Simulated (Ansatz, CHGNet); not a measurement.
## How well does each level of theory give the lattice constant a of rock-salt HfC?

Reference value: 4.638 Å (measured, temperature not stated, not corrected to a static lattice; as tabulated in Zhang et al. (2018), doi:10.1088/1367-2630/aac7f0).

| level (code) | value (Å) |
|---|---|
| CHGNet 0.3.0 (CHGNet) | 4.650 |
| LDA (Ansatz) | [?] |
| PBE (Ansatz) | 4.651 |
| r²SCAN (Ansatz) | 4.641 |
| PBE0 (Ansatz) | 4.642 |

Question: Fill in the missing entries.

Answer: 
- LDA (Ansatz, an electronic-structure program), value (Å): 4.573

Differences against the reference: CHGNet 0.3.0 +0.26 %, LDA -1.40 %, PBE +0.28 %, r²SCAN +0.06 %, PBE0 +0.09 %.

The reference's temperature isn't stated, so close values are not ranked against it. Off by more than 1.25 % (a bound picked here): LDA (-1.40 %).

The measured value isn't corrected to a static lattice, so vibrations enter the comparison. A static lattice is as a rule a little smaller than the measured one.  Density-functional levels without +SOC have no spin–orbit coupling. Cutoffs and k meshes differ between the levels. Ansatz's density-functional and Hartree–Fock values are scalar-relativistic unless marked +SOC, with PAW data made under PBE.

Machine-learned potentials (CHGNet 0.3.0) are trained on DFT data, which may include these solids.

Differences are worked out from the printed values.
